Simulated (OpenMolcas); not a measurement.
# singlet [BCl2]+: levels of theory compared

Wanted: a comparison of 6 runs (HF/STO-3G, B2PLYP/STO-3G, PBE0/STO-3G, r2SCAN/STO-3G, ACPF/STO-3G, CISD/STO-3G) of singlet [BCl2]+. 

Program for the calculation: OpenMolcas 26.06.

1 further run of the same task is left out (for a known fault of the program).

## 1. The molecule

[BCl2]+: 3 atoms, total charge +1, spin state singlet. As SMILES of the parent species, `Cl[B]Cl`. The coordinates come from a PBE0-D4/def2-TZVP relaxation. That shape belongs to the parent species and isn't relaxed for this state.

Bond lengths: Cl1–B2 1.720 Å, B2–Cl3 1.720 Å. Angles: Cl1–B2–Cl3 125.4°.

## 2. A single-point energy at HF/STO-3G (run 1)

mol.input

```
&GATEWAY
 BasLib=$CurrDir
 Coord
 3
 angstrom
 Cl       0.371500      -1.525600       0.030000
 B       -0.463900      -0.050300      -0.256900
 Cl       0.081500       1.511100       0.213700
 Basis=STO-3G
 Group=NoSym

&SEWARD

&SCF
 Charge=1
 Thresholds=1e-10 1e-07 1e-07 1e-05
 PrOrbitals=1 1
```

The basis set STO-3G is read from a file made from the Basis Set Exchange's data (not shown).

Launch:

```bash
$ export MOLCAS_MEM=1860
$ pymolcas mol.input > mol.log
```

What it wrote:

```text
--- Start Module: gateway ---
[...]
--- Stop Module: gateway /rc=_RC_ALL_IS_WELL_ ---
--- Start Module: seward ---
[...]
      Basis functions           23
--- Stop Module: seward /rc=_RC_ALL_IS_WELL_ ---
--- Start Module: scf ---
[...]
       Convergence after  15 Iterations
[...]
::    Total SCF energy                               -933.2362152126
[...]
      Total spin, S                                     0.0000000000
[...]
      Total electronic charge=   38.000000
      Total            charge=    1.000000
[...]
      Dipole Moment (debye):
      Origin of the operator (angstrom)=    0.1326   -0.0131    0.0703
                   X= -2.8933E+00               Y= -1.8054E-01               Z= -1.5872E+00           Total=  3.3050E+00
      Center of Charge (angstrom)
[...]
--- Stop Module: scf /rc=_RC_ALL_IS_WELL_ ---
[...]
```

It took 1.7 s on 1 thread of Arm Neoverse V1, shared host; peak memory 0.37 GiB.

## 3. The energy at B2PLYP/STO-3G (run 2)

mol.input

```
* BCl2 Kohn-Sham DFT

&gateway
 baslib=$CurrDir
 coord
 3
 angstrom
 Cl       0.371500      -1.525600       0.030000
 B       -0.463900      -0.050300      -0.256900
 Cl       0.081500       1.511100       0.213700
 basis=STO-3G
 group=NoSym

&seward
 gridinput
 Grid=UltraFine
 End of Grid

&scf
 charge=1
 ksdft=B2PLYP_SCF
 thresholds=1e-10 1e-07 1e-07 1e-05
 prorbitals=1 1

&mbpt2
 frozen=11
```

The basis set STO-3G is read from a file made from the Basis Set Exchange's data (not shown).

Launch:

```bash
$ export MOLCAS_MEM=1860
$ pymolcas mol.input > mol.log
```

What it wrote:

```text
--- Start Module: gateway ---
[...]
--- Stop Module: gateway /rc=_RC_ALL_IS_WELL_ ---
[...]
      Basis functions           23
[...]
--- Start Module: scf ---
[...]
       Convergence after  14 Iterations
[...]
::    Total KS-DFT energy                            -934.2257342743
[...]
      Total spin, S                                     0.0000000000
[...]
      Total electronic charge=   38.000000
      Total            charge=    1.000000
[...]
      Dipole Moment (debye):
      Origin of the operator (angstrom)=    0.1326   -0.0131    0.0703
                   X= -2.4626E+00               Y= -1.5368E-01               Z= -1.3510E+00           Total=  2.8131E+00
      Center of Charge (angstrom)
[...]
--- Stop Module: scf /rc=_RC_ALL_IS_WELL_ ---
[...]
--- Start Module: mbpt2 ---
[...]
 ###    WARNING: MP2 implementation intended for RHF references only         ###
 ###############################################################################
MBPT2 WARNING: Reference function according to RunFile:KS-DFT
I'll assume you know what you're doing and continue
WARNING!
Default frozen orbitals as non valence orbitals is overwritten by user input.
Default values:  11
[...]
       Reference weight ( Cref**2 )         =        0.89761
::    Total MBPT2 energy                             -934.3489338941
[...]
      Total MBPT2 calculations                           0.03      0.04
--- Stop Module: mbpt2 /rc=_RC_ALL_IS_WELL_ ---
[...]
```

It took 3.9 s on 1 thread of Arm Neoverse V1, shared host; peak memory 0.37 GiB.

## 4. The energy at PBE0/STO-3G (run 3)

mol.inp

```
>>> EXPORT MOLCAS_PRINT=2

&GATEWAY
 BasLib = $CurrDir
 Coord
 3
 angstrom
 Cl       0.371500      -1.525600       0.030000
 B       -0.463900      -0.050300      -0.256900
 Cl       0.081500       1.511100       0.213700
 Basis = STO-3G
 Group = NoSym

&SEWARD
 GridInput
 Grid=UltraFine
 End of Grid

&SCF
 Charge = 1
 KSDFT = PBE0
 Thresholds = 1e-10 1e-07 1e-07 1e-05
 PrOrbitals = 1 1
```

The basis set STO-3G is read from a file made from the Basis Set Exchange's data (not shown).

Launch:

```bash
$ export MOLCAS_MEM=1860
$ pymolcas mol.inp > mol.log
```

What it wrote:

```text
--- Start Module: gateway ---
[...]
--- Stop Module: gateway /rc=_RC_ALL_IS_WELL_ ---
--- Start Module: seward ---
[...]
      Basis functions           23
--- Stop Module: seward /rc=_RC_ALL_IS_WELL_ ---
--- Start Module: scf ---
[...]
       Convergence after  13 Iterations
[...]
::    Total KS-DFT energy                            -934.3101724599
[...]
      Total spin, S                                     0.0000000000
[...]
      Total electronic charge=   38.000000
      Total            charge=    1.000000
[...]
      Dipole Moment (debye):
      Origin of the operator (angstrom)=    0.1326   -0.0131    0.0703
                   X= -2.2038E+00               Y= -1.3753E-01               Z= -1.2090E+00           Total=  2.5174E+00
      Center of Charge (angstrom)
[...]
--- Stop Module: scf /rc=_RC_ALL_IS_WELL_ ---
[...]
```

Wall time 3.6 s (1 thread of Arm Neoverse V1, shared host); peak memory 0.37 GiB.

Runs 4 to 5 aren't shown in full; the table further down has their settings and results.

## 5. A single-point energy at CISD/STO-3G (run 6)

mol.inp

```
* BCl2 CISD
>>> EXPORT MOLCAS_PRINT=2
&GATEWAY
BasLib = $CurrDir
Coord
3
angstrom
Cl       0.371500      -1.525600       0.030000
B       -0.463900      -0.050300      -0.256900
Cl       0.081500       1.511100       0.213700
Basis = STO-3G
Group = NoSym
&SEWARD
&SCF
Charge = 1
Thresholds = 1e-10 1e-07 1e-07 1e-05
PrOrbitals = 1 1
&MOTRA
Frozen = 11
&GUGA
Electrons = 16
Spin = 1
Inactive = 8
Active = 0
CIAll = 1
&CPF
SDCI
```

The basis set STO-3G is read from a file made from the Basis Set Exchange's data (not shown).

Launch:

```bash
$ export MOLCAS_MEM=1860
$ pymolcas mol.inp > mol.log
```

What it wrote:

```text
--- Start Module: gateway ---
[...]
--- Stop Module: gateway /rc=_RC_ALL_IS_WELL_ ---
[...]
      Basis functions           23
[...]
       Convergence after  15 Iterations
[...]
::    Total SCF energy                               -933.2362152126
[...]
      Total spin, S                                     0.0000000000
[...]
      *** WARNING: Default frozen orbitals is overwritten by user input.
      *** Default values:  11
[...]
--- Start Module: guga ---
[...]
--- Stop Module: guga /rc=_RC_ALL_IS_WELL_ ---
--- Start Module: cpf ---
[...]
      Active orbitals                            0       0
[...]
      Spin quantum number                      0.0
[...]
     FINAL CI ENERGY          -933.32548494
     FINAL CORRELATION ENERGY   -0.08926973  REFERENCE ENERGY    -933.23621521
[...]
     REL. CI ENERGY           -933.32548494
[...]
      Total electronic charge=   38.000000
      Total            charge=    1.000000
[...]
      Dipole Moment (debye):
      Origin of the operator (angstrom)=    0.1326   -0.0131    0.0703
                   X= -2.0115E+00               Y= -1.2558E-01               Z= -1.1035E+00           Total=  2.2978E+00
      Quadrupole Moment (debye*angstrom):
[...]
--- Stop Module: cpf /rc=_RC_ALL_IS_WELL_ ---
[...]
```

Run time: 1.9 s. Hardware: 1 thread of Arm Neoverse V1, shared host; peak memory 0.37 GiB.

## 6. All runs side by side

| run | level | frozen core orbitals | integration grid | energy (Eh) | HOMO energy (eV) | LUMO energy (eV) | HOMO–LUMO gap (eV) | wall time |
| --- | --- | --- | --- | --- | --- | --- | --- | --- |
| 1 | HF/STO-3G | – | – | -933.236215 | -19.39 | -6.78 | 12.60 | 1.7 s |
| 2 | B2PLYP/STO-3G | 11 | UltraFine | -934.258998 | -17.39 | -9.36 | 8.03 | 3.9 s |
| 3 | PBE0/STO-3G | – | UltraFine | -934.310172 | -16.31 | -10.83 | 5.48 | 3.6 s |
| 4 | r2SCAN/STO-3G | – | UltraFine | -934.586255 | -15.25 | -11.60 | 3.65 | 4.8 s |
| 5 | ACPF/STO-3G | 11 | – | -933.332926 | -19.39 | -6.78 | 12.60 | 1.9 s |
| 6 | CISD/STO-3G | 11 | – | -933.325485 | -19.39 | -6.78 | 12.60 | 1.9 s |

## 7. What came out

| quantity | value |
| --- | --- |
| run 6: total energy | -933.32548 Eh |
| run 6: HOMO energy (Hartree–Fock orbitals) | -19.39 eV |
| run 6: LUMO energy (Hartree–Fock orbitals) | -6.78 eV |
| run 6: HOMO–LUMO gap (Hartree–Fock orbitals) | 12.60 eV |
| run 6: correlation energy (11 core orbitals frozen) | -89.3 mEh |

**Reading.** Below the HF energy at the same shape and in the same basis (STO-3G): ACPF -96.7 mEh; CISD -89.3 mEh. Over runs 1, 2, 3, 4 the HOMO–LUMO gap runs from 3.65 eV (r2SCAN/STO-3G) to 12.60 eV (HF/STO-3G). Exact exchange widens orbital gaps. For B2PLYP the log adds the whole second-order term; the table takes 0.27 of it, as the functional is defined. Totals of different functionals can't be ranked against each other. In runs 1, 2, 3, 4, 5, 6 the basis is minimal, so the values are rough. All runs together took 18 s, the longest 4.8 s.
